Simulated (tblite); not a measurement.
Q: Give a GFN2-xTB geometry of `[CH2]OCCCN` [radical]. (Doublet state.)

A: 
Z-matrix in Å and degrees, rows numbered from 1:
```
C 
O   1  1.3613
C   2  1.4069  1  116.47
C   3  1.5336  2  111.73  1    79.10
C   4  1.5279  3  113.02  2   172.81
N   5  1.4548  4  110.94  3    69.75
H   1  1.0699  2  114.55  3  -164.84
H   1  1.0729  2  120.46  3    -2.56
H   3  1.0978  2  109.96  1   -43.62
H   3  1.0946  2  105.65  1  -161.36
H   4  1.0907  3  109.21  2   -65.85
H   4  1.0915  3  108.10  2    51.96
H   5  1.0936  4  108.39  3  -172.86
H   5  1.1039  4  109.10  3   -55.75
H   6  1.0143  5  110.61  4   -68.76
H   6  1.0138  5  110.30  4   172.51
```

The 2 C–O bonds span 1.361 Å (C1–O2, drawn single) to 1.407 Å (O2–C3, drawn single), a spread of 0.046 Å. C1 (carbon bonded to O and 2 H) is almost planar (angles 122.4°, 120.5° and 114.6°, sum 357.4°, 0.11 Å off the plane of its three neighbours). N6 (nitrogen bonded to C and 2 H) is pyramidal (angles 110.6°, 110.3° and 107.5°, sum 328.4°, 0.38 Å off the plane of its three neighbours). Of the pairs four or more bonds apart, H9···H15 is among the closest relative to their van der Waals radii: 2.29 Å, 96 % of the sum of Bondi's values.

Structure optimised with GFN2-xTB, isolated species. This method treats the open shell by occupation alone, without spin polarisation.

Point group: C1 (no symmetry element, even within 0.4 Å). Its GFN2-xTB frequencies are all real (lowest 52 cm⁻¹). Torsions: H–C1–O2–C3 -165° and -3°, C1–O2–C3–C4 79°, O2–C3–C4–C5 173°, C3–C4–C5–N6 70°, C4–C5–N6–H -69° and 173°. 3 starts were optimised and ended at 0.00, 0.19 and 0.56 kcal/mol (GFN2-xTB); the lowest of these is shown.

One conformer stands for the species.

All values are computed, not measured.
